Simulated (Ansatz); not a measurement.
Reaction (SMILES): [CH]=C=O → 2 C atom + H atom + O atom
B3LYP-D3(BJ)/def2-TZVP geometries, fixed; electronic energies without zero-point terms.

Energies in hartree at MP2 with Ansatz (a quantum-chemistry and plane-wave program); the atomisation energy is their sum with the coefficients shown, times 627.509 kcal/mol a hartree. All functions are spherical. Cores are frozen. Open shells are unrestricted. No added dispersion term, no relativity.

```tsv
species	coefficient	part	cc-pVDZ	cc-pVTZ	cc-pVQZ
[CH]=C=O	-1	Hartree-Fock	-151.09750	-151.14021	-151.15105
[CH]=C=O	-1	correlation	-0.40407	-0.50177	-0.53756
C atom	+2	Hartree-Fock	-37.68654	-37.69157	-37.69331
C atom	+2	correlation	-0.05176	-0.06692	-0.07206
H atom	+1	Hartree-Fock	-0.49928	-0.49981	-0.49995
O atom	+1	Hartree-Fock	-74.79217	-74.81176	-74.81729
O atom	+1	correlation	-0.10196	-0.14315	-0.15759
```

Predict the atomisation energy in cc-pV5Z (X = 5): let each Hartree-Fock step shrink by the ratio of the last two, and fit each correlation energy at X = 3 and 4 to E + A/X^3. Compare with the run.


- [CH]=C=O: steps -0.04271 and -0.01084, ratio 0.254, so Hartree-Fock -151.15380 (run: -151.15351); A = (-0.50177 - (-0.53756))/(1/27 - 1/64) = 1.6715, correlation -0.53756 - A/64 + A/125 = -0.55031 (run: -0.55186).
- C atom: steps -0.00503 and -0.00174, ratio 0.346, so Hartree-Fock -37.69391 (run: -37.69368); A = (-0.06692 - (-0.07206))/(1/27 - 1/64) = 0.2401, correlation -0.07206 - A/64 + A/125 = -0.07389 (run: -0.07415).
- H atom: steps -0.00053 and -0.00014, ratio 0.264, so Hartree-Fock -0.49999 (run: -0.49999).
- O atom: steps -0.01959 and -0.00553, ratio 0.282, so Hartree-Fock -74.81885 (run: -74.81878); A = (-0.14315 - (-0.15759))/(1/27 - 1/64) = 0.6744, correlation -0.15759 - A/64 + A/125 = -0.16273 (run: -0.16368).
Predicted 431.06 kcal/mol; the run in cc-pV5Z gives 431.26, a miss of -0.20. Keeping the value in cc-pVQZ, 428.61, would miss by -2.65. All sums are of the energies as printed.
